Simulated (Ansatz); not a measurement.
**C₃H₂ClF: a ladder of functionals and wavefunction methods**

The task here is to estimate one member of a computed series from the others.

Computed with Ansatz 0.2.0, Gaussian basis. Level: functionals in def2-TZVPP, the program's frozen cores in correlated methods.

Plan: LDA (SPW92), PBE-D4, revPBE-D4, BLYP-D4, r2SCAN-D4, B97M-V, PBE0-D4, B3LYP-D4, r2SCANh-D4, r2SCAN0-D4, HSE06-D4, BHLYP-D4, CAM-B3LYP-D4, LC-ωPBE, ωB97X-V, ωB97M-V, B2PLYP, PBE-QIDH; CCSD(T)/def2-SVP; CCSD(T)/def2-TZVPP; MP2/def2-QZVPP; extrapolation to the limit; RPA on PBE.

## The geometry

The geometry comes from an earlier relaxation with PBE0-D4 in a triple-zeta def2 set; it is a stationary point, not always the lowest conformer.

SMILES `C=C=C(F)Cl`, 7 atoms, charge 0, spin multiplicity 1.

Atoms are counted from 1 here; the program's logs count them from 0.

Bond lengths: C1–C2 1.298 Å, C1–H6 1.087 Å, C1–H7 1.087 Å, C2–C3 1.297 Å, C3–F4 1.330 Å, C3–Cl5 1.710 Å. Angles: C2–C1–H6 121.4°, C2–C1–H7 121.4°, H6–C1–H7 117.2°, C1–C2–C3 179.2°, C2–C3–F4 123.2°, C2–C3–Cl5 124.3°, F4–C3–Cl5 112.6°.

As a file:

```
C    -0.3660   -1.0523    0.8128
C    -0.0048   -0.1037    0.0034
C     0.3533    0.8568   -0.7915
F     0.7310    0.6567   -2.0515
Cl    0.3947    2.5083   -0.3487
H     0.3559   -1.5639    1.4437
H    -1.4028   -1.3700    0.8860
```

The first run:

in.yaml

```yaml
crystal:
  periodic: [false, false, false]
  atoms:
    - {symbol: C, position_ang: [-0.366045, -1.052287, 0.812779]}
    - {symbol: C, position_ang: [-0.004771, -0.103711, 0.003431]}
    - {symbol: C, position_ang: [0.353270, 0.856817, -0.791526]}
    - {symbol: F, position_ang: [0.731012, 0.656729, -2.051476]}
    - {symbol: Cl, position_ang: [0.394687, 2.508311, -0.348686]}
    - {symbol: H, position_ang: [0.355923, -1.563896, 1.443738]}
    - {symbol: H, position_ang: [-1.402774, -1.369964, 0.886040]}
basis:
  gaussian: {orbitals: def2-TZVPP}
hamiltonian: {xc: lda}
output: {orbitals: {seedname: orbitals}}
```

On the command line:

```console
> ansatz run in.yaml --threads 2 --pin off --events-out ev --progress --plain --max-ram 4352MiB
```

Among the steps run: LDA; PBE-D4 (GGA); revPBE-D4 (GGA); BLYP-D4 (GGA); r2SCAN-D4 (meta-GGA); B97M-V (meta-GGA); B3LYP-D4 (hybrid); r2SCANh-D4 (hybrid); r2SCAN0-D4 (hybrid); HSE06-D4 (hybrid); BHLYP-D4 (hybrid); CAM-B3LYP-D4 (range-separated); LC-ωPBE (range-separated); ωB97X-V (range-separated); ωB97M-V (range-separated); B2PLYP (double hybrid); PBE-QIDH (double hybrid).

One of the session's tables, all rows but one given; the rest of the session is left out.

| functional | HOMO (eV) | gap (eV) |
| --- | --- | --- |
| LDA (SPW92) | -6.29 | 3.91 |
| PBE-D4 | -6.12 | 4.01 |
| revPBE-D4 | -6.06 | 4.05 |
| BLYP-D4 | -6.00 | 4.04 |
| r2SCAN-D4 | -6.35 | 4.42 |
| B97M-V | -6.40 | 4.61 |
| PBE0-D4 | -7.37 | 6.26 |
| B3LYP-D4 | -7.16 | 5.83 |
| r2SCANh-D4 | -6.82 | 5.25 |
| r2SCAN0-D4 | -7.52 | 6.51 |
| HSE06-D4 | -6.97 | 5.47 |
| BHLYP-D4 | -8.50 | 8.53 |
| CAM-B3LYP-D4 | ? | ? |
| LC-ωPBE | -10.05 | 11.28 |
| ωB97X-V | -9.67 | 10.85 |
| ωB97M-V | -9.55 | 10.62 |

Q: Estimate the row for CAM-B3LYP-D4 from the others.

As computed: HOMO (eV): -8.71; gap (eV): 8.77. In the column «HOMO (eV)» it lies between ωB97M-V (-9.55) and BHLYP-D4 (-8.50).
